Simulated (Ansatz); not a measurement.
Geometry optimisation, RKS PBE0-D4/def2-SVP in Ansatz 0.2.0.

The input (input.yaml):

```yaml
crystal:
  periodic: [false, false, false]
  atoms:
    - { symbol: B, position_ang: [-0.771342, -0.426197, 0.559837] }
    - { symbol: H, position_ang: [1.505128, -0.070447, 1.18558] }
    - { symbol: "N", position_ang: [1.90651, 0.153946, 0.256668] }
    - { symbol: H, position_ang: [1.686574, -0.62608, -0.357778] }
    - { symbol: H, position_ang: [1.439518, 0.991593, -0.081814] }
    - { symbol: "N", position_ang: [-1.16168, -0.086621, -0.722312] }
    - { symbol: H, position_ang: [-2.146963, -0.181945, -0.960337] }
    - { symbol: H, position_ang: [-0.580843, 0.245751, -1.484444] }
basis:
  gaussian: { orbitals: def2-SVP }
hamiltonian:
  xc: pbe0
  dispersion: d4
relax:
  f_tol: 0.03
  max_steps: 50
```

Launched with:

```bash
$ ansatz run input.yaml --threads 1 --pin off --max-ram 2048MiB --backend cpu --events-out ev --progress --plain --runs-dir out
```

Task: Where does it end, and by what steps?

Result: The run converged. After 5 steps the energy has fallen by 0.035 eV; H4 moved furthest, 0.26 Å.

```
step  energy less start (eV)  largest force component (eV/Å)  accepted
   0                  0.0000                           0.658       yes
   1                 -0.0097                           0.784       yes
   2                 -0.0075                           0.544        no
   3                 -0.0319                           0.115       yes
   4                 -0.0344                           0.056       yes
   5                 -0.0349                           0.024       yes
```

```xyz
8
Properties=species:S:1:pos:R:3
B -0.918 -0.377 0.593
H 1.368 -0.120 1.072
N 2.016 0.153 0.329
H 1.934 -0.547 -0.406
H 1.682 1.039 -0.045
N -1.292 -0.116 -0.708
H -2.263 -0.195 -0.999
H -0.649 0.164 -1.442
```

Run time: 12 s on 1 thread of Arm Neoverse V1, on a shared host, peak memory 0.12 GiB.
